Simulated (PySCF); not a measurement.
Worked example: building the atomization energy of O$_{2}$, triplet

Measured: the G2/97 heats of formation, with zero-point and thermal terms from B3LYP taken off, give an electronic atomization energy of 120.3 kcal/mol (Curtiss et al., J. Chem. Phys. 106, 1063 (1997); Staroverov et al., J. Chem. Phys. 119, 12129 (2003)). The calculation below tries to reproduce it.

Geometry (MP2(full)/6-31G*, from the G2/97 set):

```xyz
2

O     0.0000    0.0000    0.0000
O     0.0000    0.0000    1.2460
```

Atomization energies (atoms less molecule, kcal/mol) from PySCF 2.14.0, frozen cores, unrestricted molecule, unrestricted atoms, sets cc-pVDZ, cc-pVTZ, cc-pVQZ:

| level | DZ | TZ | QZ |
| --- | --- | --- | --- |
| HF | – | 26.98 | 27.64 |
| CCSD(T) | 103.41 | 112.76 | 116.05 |
| CCSDT | 103.38 | – | – |

Extrapolate Hartree–Fock with exp(−5.46 √X) and the CCSD(T) correlation part with X⁻³ (X = 3, 4), add each higher step from the largest set that has it, and compare with the measured value.

Hartree–Fock: 27.64 + (27.64 − 26.98) × 0.301 = 27.84.
Correlation: TZ 85.78, QZ 88.41; (64 × 88.41 − 27 × 85.78) / 37 = 90.33.
Full triples (DZ): 103.38 − 103.41 = -0.03.
Sum: 118.1 kcal/mol, 2.2 below the measured 120.3.

Quadruple excitations are missing here, and can be worth a kcal/mol or so. The steps beyond CCSD(T) add -0.03 kcal/mol, while going from QZ to the limit adds 2.12. Core correlation, scalar relativity, spin–orbit terms and the relaxation from this MP2 geometry are missing from the sum, and the measured value has its own uncertainty.
